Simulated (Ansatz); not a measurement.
# C₄H₉N: one species, many methods

An exercise on one series of results from a longer session: the logs are not shown, and one member is left open.

Program: Ansatz 0.2.0, Gaussian basis. Level of theory: functionals in def2-TZVPP, the program's frozen cores in correlated methods. These are calculated values, not measurements.

Plan: PBE-D4, r2SCAN-D4, PBE0-D4, B3LYP-D4, ωB97X-V, ωB97M-V, B2PLYP; CCSD(T)/def2-TZVPP; MP2/def2-QZVPP; extrapolation to the limit.

## Structure used throughout

An earlier PBE0-D4 in a triple-zeta def2 set relaxation fixed the geometry.

SMILES `NCC1CC1`, 14 atoms, charge 0, spin multiplicity 1.

Atoms are counted from 1 here; the program's logs count them from 0.

Bond lengths: N1–C2 1.454 Å, N1–H6 1.014 Å, N1–H7 1.013 Å, C2–C3 1.507 Å, C2–H8 1.095 Å, C2–H9 1.096 Å, C3–C4 1.498 Å, C3–C5 1.496 Å, C3–H10 1.087 Å, C4–C5 1.500 Å, C4–H11 1.085 Å, C4–H12 1.083 Å, C5–H13 1.083 Å, C5–H14 1.084 Å. Angles: C2–N1–H6 109.8°, C2–N1–H7 110.2°, H6–N1–H7 106.4°, N1–C2–C3 115.9°, N1–C2–H8 107.9°, N1–C2–H9 108.2°, C3–C2–H8 109.8°, C3–C2–H9 108.6°, H8–C2–H9 106.0°, C2–C3–C4 119.3°, C2–C3–C5 120.0°, C2–C3–H10 114.7°, C4–C3–C5 60.1°, C4–C3–H10 116.0°, C5–C3–H10 116.1°, C3–C4–C5 59.9°, C3–C4–H11 117.5°, C3–C4–H12 118.8° and more.

Geometry (Å):

```xyz
14
charge 0, multiplicity 1
N    -0.0748    0.9125    1.9772
C    -0.0857    1.0547    0.5306
C    -0.4805   -0.1733   -0.2477
C     0.5447   -1.2321   -0.5171
C     0.0349   -0.3754   -1.6375
H     0.5044    0.1232    2.2403
H    -1.0076    0.7086    2.3158
H    -0.7545    1.8845    0.2789
H     0.9157    1.3657    0.2103
H    -1.4905   -0.5264   -0.0559
H     1.5556   -1.0517   -0.1677
H     0.2414   -2.2712   -0.4878
H    -0.6184   -0.8276   -2.3730
H     0.7024    0.3794   -2.0375
```

The first run:

Contents of in.yaml:

```yaml
crystal:
  periodic: [false, false, false]
  atoms:
    - {symbol: N, position_ang: [-0.074848, 0.912452, 1.977164]}
    - {symbol: C, position_ang: [-0.085705, 1.054699, 0.530562]}
    - {symbol: C, position_ang: [-0.480519, -0.173273, -0.247750]}
    - {symbol: C, position_ang: [0.544691, -1.232091, -0.517128]}
    - {symbol: C, position_ang: [0.034948, -0.375419, -1.637471]}
    - {symbol: H, position_ang: [0.504378, 0.123208, 2.240260]}
    - {symbol: H, position_ang: [-1.007617, 0.708564, 2.315785]}
    - {symbol: H, position_ang: [-0.754469, 1.884468, 0.278915]}
    - {symbol: H, position_ang: [0.915674, 1.365707, 0.210347]}
    - {symbol: H, position_ang: [-1.490535, -0.526364, -0.055901]}
    - {symbol: H, position_ang: [1.555615, -1.051660, -0.167700]}
    - {symbol: H, position_ang: [0.241436, -2.271156, -0.487810]}
    - {symbol: H, position_ang: [-0.618380, -0.827620, -2.372990]}
    - {symbol: H, position_ang: [0.702432, 0.379386, -2.037481]}
basis:
  gaussian: {orbitals: def2-TZVPP}
hamiltonian: {xc: pbe, dispersion: d4}
output: {forces: true, orbitals: {seedname: orbitals}}
```

Launch:

```sh
$ ansatz run in.yaml --threads 4 --pin off --events-out ev --progress --plain --max-ram 10444MiB
```

Steps of the session up to this table: PBE-D4 (GGA); r2SCAN-D4 (meta-GGA); PBE0-D4 (hybrid); B3LYP-D4 (hybrid); ωB97X-V (range-separated); ωB97M-V (range-separated); B2PLYP (double hybrid); CCSD(T) in def2-TZVPP; MP2 in def2-QZVPP.

One table of the session follows, with a row left open; its other results are not shown here.

```
            method  atomisation energy (eV)
            PBE-D4                   58.479
         r2SCAN-D4                   57.131
           PBE0-D4                   57.619
          B3LYP-D4                        ?
           ωB97X-V                   57.269
           ωB97M-V                   57.306
            B2PLYP                   56.555
     HF/def2-TZVPP                   41.676
    MP2/def2-TZVPP                   56.371
   CCSD/def2-TZVPP                   54.891
CCSD(T)/def2-TZVPP                   55.657
           MP2/CBS                   57.719
       CCSD(T)/CBS                   57.006
```

**Question.** Estimate the row for B3LYP-D4.

As computed: atomisation energy (eV): 57.166. In the column «atomisation energy (eV)» it lies between r2SCAN-D4 (57.131) and ωB97X-V (57.269).
